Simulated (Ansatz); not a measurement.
Species: tetrafluoromethane, CF₄, net charge 0, singlet state. SMILES: FC(F)(F)F
Geometry: optimised at B3LYP-D3(BJ)/def2-TZVP (Ansatz, a quantum-chemistry and plane-wave program).

Parts of the frozen-core correlation energy in STO-3G (Ansatz, hartree). Frozen orbitals: 5; correlated occupied orbitals by spin: 16 and 16; virtual: 4 and 4. No spin-orbit coupling. No relativistic terms.

```
term                            value
-------------------------  ----------
reference (HF)             -429.57286
MP2 opposite-spin            -0.08994
MP2 same-spin                -0.01998
CCSD correlation             -0.13457
(T)                          -0.00537
FCI minus CCSD(T)            -0.00107
T1 diagnostic                   0.008
largest doubles amplitude       0.036
```
